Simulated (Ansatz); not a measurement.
BH2(vinyl) (C2H5B). Charge 0, multiplicity 3. Geometry r2SCAN-D4/def2-TZVP, that of the neutral singlet; atoms count from 1.

```tsv
atom	x (Å)	y (Å)	z (Å)
B1	-0.2907	-0.6581	1.0688
H2	0.1350	-0.9316	2.1521
H3	-1.3570	-1.0859	0.7306
C4	0.4935	0.2296	0.0918
C5	-0.0017	0.5220	-1.1217
H6	1.4670	0.6448	0.3509
H7	-0.9686	0.1333	-1.4306
H8	0.5225	1.1459	-1.8419
```

At PBE0-D4/def2-TZVP a singlet of charge 0 lies 3.50 eV below the triplet at the same geometry.

Problem. Estimate the Mulliken populations from the PBE0/def2-TZVP orbitals of Ansatz.

Solution. 
| atom | charge (e) | spin (α − β) |
| --- | --- | --- |
| B1 | -0.17 | 0.43 |
| H2 | 0.00 | -0.02 |
| H3 | -0.01 | -0.02 |
| C4 | -0.05 | 0.73 |
| C5 | -0.20 | 1.01 |
| H6 | 0.14 | -0.04 |
| H7 | 0.15 | -0.05 |
| H8 | 0.14 | -0.05 |
Mulliken values and Mayer orders depend strongly on the basis.

Problem. Where does the spin sit?

Solution. Summed by element: B 0.43, H -0.17, C 1.74, of 2 unpaired in all. Largest on single atoms: C5 1.01, C4 0.73, B1 0.43.

Problem. And the Mayer bond orders between bonded heavy atoms (over 0.3)?

Solution. B1–C4 1.31 (1.54 Å); C4–C5 1.04 (1.34 Å).
